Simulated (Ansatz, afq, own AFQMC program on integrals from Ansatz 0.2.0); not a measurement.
**AlH$_{2}$O, doublet in cc-pVDZ, levels against CCSDT(Q)**

```yaml
atoms:
  - { symbol: Al, position_ang: [0.0000, -0.0790, 0.6344] }
  - { symbol: O, position_ang: [0.0000, 0.0002, -1.0633] }
  - { symbol: H, position_ang: [0.0000, 1.3020, 1.4673] }
  - { symbol: H, position_ang: [0.0000, 0.8101, -1.5729] }
```

Connectivity, by distances: AlH–OH.

Basis cc-pVDZ. Noble-gas cores (and the filled d shells of Ga–Kr and In–Xe) are frozen. Ansatz 0.2.0 and our own AFQMC program on the same integrals; the CISD trial comes from CCSD amplitudes, and released means the phaseless constraint is let go. Free projection: walkers drawn from exp(T), propagated without any constraint. Its projection time is finite, and what remains of the start isn't in its error. Error bars are statistical, one sigma.

Determinant: UHF, the one that the program's search chose, which needn't be the lowest solution. The geometry is a point of a scan.

No full CI on the walks' own integrals is used here; CCSDT(Q) serves as the reference and is uncertain by about the last step of the cluster series.

The T1 diagnostic is 0.0179, the weight of the determinant in the CISD state is 0.909 and the ⟨S²⟩ of the determinant is 0.756. The size of the correlated space is 11 electrons in 36 orbitals.

Reference: CCSDT(Q), correlation energy -7.113 eV. The released energy is read at 2.40 1/Eh (meV from the phaseless value at times in 1/Eh: 14 ± 10 at 0.24, 20 ± 11 at 0.51, 5 ± 16 at 0.99, -8 ± 15 at 1.62, 3 ± 17 at 2.40).

| level | E − E(reference) (meV) | share of correlation (%) |
| --- | --- | --- |
| HF | 7112.8 | 0.00 |
| MP2 | 593.9 | 91.65 |
| CCSD | 175.5 | 97.53 |
| CCSD(T) | 33.4 | 99.53 |
| CCSDT | 19.2 | 99.73 |
| ph-AFQMC/HF | -29.3 ± 54.9 | 100.41 |
| ph-AFQMC/CISD | -9.2 ± 16.4 | 100.13 |
| released AFQMC | -6.3 ± 17.1 | 100.09 |
| free AFQMC | 0.7 ± 14.3 | 99.99 |

Free projections are given only where their last times agree within the noise and don't stop above the reference; a slow remainder of the start can still hide under it. A walk keeps the symmetry of its determinant, which the program's search chose and which needn't be the lowest solution, so a lower state of the same spin and another symmetry isn't excluded. Released energies are given only where the last usable release times agree within the noise; a slower fall can still hide under it.
